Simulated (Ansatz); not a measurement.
CaB6-type LaB6

The numbers are results of PBE-D4 (Ansatz, an electronic-structure program, plane waves, PAW), not measurements.

Settings: plane-wave cutoff 500 eV, 10×10×10 k mesh, Fermi–Dirac smearing 0.05 eV, scalar-relativistic PAW data made under PBE.

Cell (relaxed at this level):

```cif
data_B6La
_chemical_formula_sum 'La1 B6'
_space_group_name_H-M_alt 'Pm-3m'
_space_group_IT_number 221
_space_group_name_Hall '-P 4 2 3'
_cell_length_a 4.12044
_cell_length_b 4.12044
_cell_length_c 4.12044
_cell_angle_alpha 90.000
_cell_angle_beta 90.000
_cell_angle_gamma 90.000
loop_
_atom_site_label
_atom_site_type_symbol
_atom_site_symmetry_multiplicity
_atom_site_Wyckoff_symbol
_atom_site_fract_x
_atom_site_fract_y
_atom_site_fract_z
_atom_site_occupancy
La1 La 1 a 0.00000 0.00000 0.00000 1
B1 B 6 f 0.19944 0.50000 0.50000 1
```

| Property | Value |
|---|---|
| volume per atom | 9.99 Å³/atom |
| equilibrium lattice constant a | 4.120 Å |

Measured, for comparison: equilibrium volume per atom 10.26 Å³/atom, lattice constant a 4.157 Å (296 K, no zero-point or thermal correction; as tabulated in Tsubota and Kitagawa (2017), doi:10.1038/s41598-017-15766-y). Computed (rounded) less measured: equilibrium volume per atom -2.6 %, lattice constant a -0.9 %. A static lattice is as a rule a little smaller and stiffer than an uncorrected measurement, which narrows the difference in the lattice constant a and would widen misses of the other sign.

Spin–orbit coupling is not included.

Computed values are for the static lattice.
